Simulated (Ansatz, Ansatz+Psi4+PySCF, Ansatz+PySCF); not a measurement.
```xyz
3

Cl    0.0000    0.1470   -1.7557
O     0.0000   -0.5088    0.4691
O     0.0000    0.3618    1.2866
```

Basis set: cc-pVTZ on O; cc-pV(T+d)Z on Cl (spherical functions). Left uncorrelated: 7 orbitals. Correlation on ROHF uses semicanonical orbitals with singles. Charge 0, multiplicity 2.

Computed with Ansatz (development build ahead of 0.2.0); each method stands on the lowest determinant of its kind that the runs found.

The atomization energy at this shape (free ground-state atoms in the same class of orbitals less the molecule, no zero-point energy) of doublet ClO₂:

| method | atomization energy |
| --- | --- |
| UHF-CCSD(T) | 4.87 eV |
| UHF-MP2 | 5.29 eV |
| ROHF-MP2 | 4.01 eV |
| UHF | 1.06 eV |
| ROHF | -0.93 eV |

Problem. What does UHF-CCSD give?

Solution. 4.49 eV. Caution for UHF-CCSD(T), UHF-CCSD, UHF-MP2, UHF: the unrestricted determinant is a mixture of spin states. Caution for UHF-MP2, ROHF-MP2: forces differ strongly between restricted and unrestricted references. Caution for ROHF-MP2, ROHF: an unrestricted determinant lies well below. Caution for ROHF-MP2: another reference gives a lower total.
